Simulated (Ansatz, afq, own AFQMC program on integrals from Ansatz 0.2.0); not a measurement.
# AlBH, doublet: AFQMC among the cluster methods

```
atom   x (Å)    y (Å)    z (Å)
   B  0.0000  -0.7747   1.2678
  Al  0.0000   0.3549  -0.4747
   H  0.0000  -1.1914  -0.8906
```

Connectivity, by distances: B–AlH.

Basis 6-31G. Only valence electrons are correlated. Ansatz 0.2.0 and our own AFQMC program on the same integrals; the CISD trial comes from CCSD amplitudes, and released means the phaseless constraint is let go. Uncertainties: one standard error, sampling alone.

Determinant: UHF, the one that the program's search chose, which needn't be the lowest solution. The geometry is a point of a scan.

Full CI on the same integrals is exact in this basis and with this determinant's frozen core.

Cautions: the search met a lower determinant of the same kind, perhaps of another symmetry (394 meV lower); strong correlation (T1 0.131, weight of the determinant 0.63, largest double 0.16); (T) is large, 7 % of the CCSD correlation; unrestricted determinant spin contaminated (⟨S²⟩ 1.58 against 0.75); the released energies have errors that jump between times, so the bars are unsure, so no released level is given (meV from the phaseless value at times in 1/Eh: -8 ± 4 at 0.24, -9 ± 16 at 0.51, -12 ± 11 at 0.99, -34 ± 3 at 1.62, -48 ± 4 at 2.40).

* T1 diagnostic: 0.1307
* weight of the determinant in the CISD state: 0.627
* ⟨S²⟩ of the determinant: 1.578
* size of the correlated space: 7 electrons in 18 orbitals

Reference: full CI, correlation energy -3.116 eV. The cautions show a poor starting determinant, so the rows tell how each method copes with it here, and full CI is the sure value.

```tsv
level	E − E(reference) (meV)	share of correlation (%)
HF	3115.8	0.00
MP2	1472.4	52.74
CCSD	328.3	89.46
CCSD(T)	121.2	96.11
CCSDT	21.0	99.33
CCSDT(Q)	-16.8	100.54
CCSDTQ	1.1	99.96
ph-AFQMC/CISD	70.2 ± 4.1	97.75
```

CCSDT and higher add their correlation energy to the determinant of the CCSD(T) run, since their own runs factorise the integrals more tightly (a shift of under 2 meV). A walk keeps the symmetry of its determinant, which the program's search chose and which needn't be the lowest solution, so a lower state of the same spin and another symmetry isn't excluded.
